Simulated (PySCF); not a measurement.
**CH2N2: calculation and literature**

Molfile (atoms numbered from 1):
```
CH2N2
     RDKit          3D

  5  4  0  0  0  0  0  0  0  0999 V2000
    1.8962   -0.0050   -0.0405 N   0  0  0  0  0  0  0  0  0  0  0  0
    0.7518   -0.0017    0.0205 C   0  0  0  0  0  0  0  0  0  0  0  0
   -0.5601    0.0037    0.1648 N   0  0  0  0  0  0  0  0  0  0  0  0
   -1.0368    0.8555   -0.0893 H   0  0  0  0  0  0  0  0  0  0  0  0
   -1.0424   -0.8497   -0.0727 H   0  0  0  0  0  0  0  0  0  0  0  0
  1  2  3  0
  2  3  1  0
  3  4  1  0
  3  5  1  0
M  END
```

What is known from experiment: δ ¹⁵N N1 -196.4; N3 -367.2 ppm (measured; solution, ethanol, 308 K; M. Witanowski et al., J. Mol. Struct. 380 (1996) 133).
δ ¹⁵N N1 -178.2; N3 -370.3 ppm (measured; solution, benzene, 308 K; M. Witanowski et al., J. Mol. Struct. 380 (1996) 133).

Computational details: NMR shieldings at PBE0/pcSseg-1/GIAO, geometry: GFN2-xTB, in PySCF 2.14 (non-relativistic, isolated molecule, a single conformation, fast rotation and ring inversion assumed for equivalent nuclei).

Q: How close does the calculation come?

A: 
Reference values: measured (solution, ethanol, 308 K; M. Witanowski et al., J. Mol. Struct. 380 (1996) 133).
| atoms | quantity | reference | computed | computed, scaled |
| --- | --- | --- | --- | --- |
| N1 | δ ¹⁵N vs neat liquid CH3NO2 | -196.4 | – | -168.5 |
| N3 | δ ¹⁵N vs neat liquid CH3NO2 | -367.2 | – | -370.3 |

Reference values: measured (solution, benzene, 308 K; M. Witanowski et al., J. Mol. Struct. 380 (1996) 133).
| atoms | quantity | reference | computed | computed, scaled |
| --- | --- | --- | --- | --- |
| N1 | δ ¹⁵N vs neat liquid CH3NO2 | -178.2 | – | -168.5 |
| N3 | δ ¹⁵N vs neat liquid CH3NO2 | -370.3 | – | -370.3 |

Computed shifts are σ(ref) − σ with the named reference compound (TMS for H and C) calculated as an isolated molecule at the same level. The measured values may be among those fitted. Shieldings were converted by a linear fit to measured shifts: ¹⁵N: δ = -148.07 − 0.921σ (rms 6.3 ppm, 71 shifts vs CH3NO2, solution or neat liquid). A few per cent of atoms miss by over 2 rms, more outside the fitted compound classes.

4 of the 22 published NMR values on file for this molecule are compared. The rest: values from further sources.
